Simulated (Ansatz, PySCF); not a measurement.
Potential energy curve for ClNa, singlet.

Levels: UKS-B3LYP/6-31G* = unrestricted B3LYP/6-31G*, spherical d in PySCF 2.14.0; UKS-B3LYP/LANL2DZ = unrestricted B3LYP/LANL2DZ, with its core potentials past Ne (PySCF); FCI = full CI/cc-pVDZ, frozen core (Ansatz, a quantum-chemistry and plane-wave program).

Energies relative to the lowest point of each curve between 2.09 and 3.01 Å, where full CI is lowest, in kJ/mol:

```
R / Å  UKS-B3LYP/6-31G*  UKS-B3LYP/LANL2DZ
-----  ----------------  -----------------
1.92              123.5              167.0
2.09               37.0               59.0
2.56                8.0                4.2
2.62               13.6                8.5
2.69               21.2               14.9
2.90               48.3               39.3
3.59              141.2              128.6
3.92              177.9              166.2
4.30              212.5              203.1
4.72              239.2              232.1
5.30              262.7              257.2
6.65              290.2              286.1
```

Estimate the FCI values at these points.

1.92: 143.3; 2.09: 46.1; 2.56: 5.9; 2.62: 10.8; 2.69: 17.7; 2.90: 43.5; 3.59: 142.1; 3.92: 184.9; 4.30: 228.0; 4.72: 267.8; 5.30: 310.6; 6.65: 357.9 (kJ/mol).

The unrestricted determinant behind UKS-B3LYP/6-31G* is spin-contaminated at 4.30 to 9.11 Å (<S²> up to 0.6, against 0.00 for a pure singlet). The unrestricted determinant behind UKS-B3LYP/LANL2DZ is spin-contaminated at 4.72 to 9.11 Å (<S²> up to 0.6, against 0.00 for a pure singlet).
